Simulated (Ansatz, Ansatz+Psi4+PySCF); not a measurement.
```yaml
atoms:
  - { symbol: B, position_ang: [0.0000, 0.0000, -1.3360] }
  - { symbol: N, position_ang: [0.0000, 0.0000, 0.0000] }
  - { symbol: B, position_ang: [0.0000, 0.0000, 1.3040] }
```

Basis set: cc-pVTZ (spherical functions). Frozen core: 3 orbitals. Correlation on ROHF uses semicanonical orbitals with singles. Charge 0, multiplicity 2.

Computed with Ansatz (development build ahead of 0.2.0); each method stands on the lowest determinant of its kind that the runs found.

**Question.** Give the atomization energy at this shape (free ground-state atoms in the same class of orbitals less the molecule, no zero-point energy) of doublet B2N by UHF-CCSD(T), UHF-CCSD, ROHF-MP2, UHF-MP2, ROHF, UHF.

**Answer.**

| method | atomization energy |
| --- | --- |
| UHF-CCSD(T) | 1017.4 kJ/mol |
| UHF-CCSD | 975.6 kJ/mol |
| ROHF-MP2 | 1077.2 kJ/mol |
| UHF-MP2 | 1074.3 kJ/mol |
| ROHF | 744.0 kJ/mol |
| UHF | 722.6 kJ/mol |

Caution for UHF-CCSD(T), ROHF-MP2, UHF-MP2: another reference gives a lower total. Caution for UHF-CCSD(T), UHF-CCSD, ROHF-MP2, UHF-MP2: large amplitudes, a single reference is doubtful. Caution for UHF-CCSD(T), UHF-CCSD, UHF-MP2, UHF: the determinant breaks the point group. Caution for ROHF-MP2, ROHF: the determinant may break the point group.
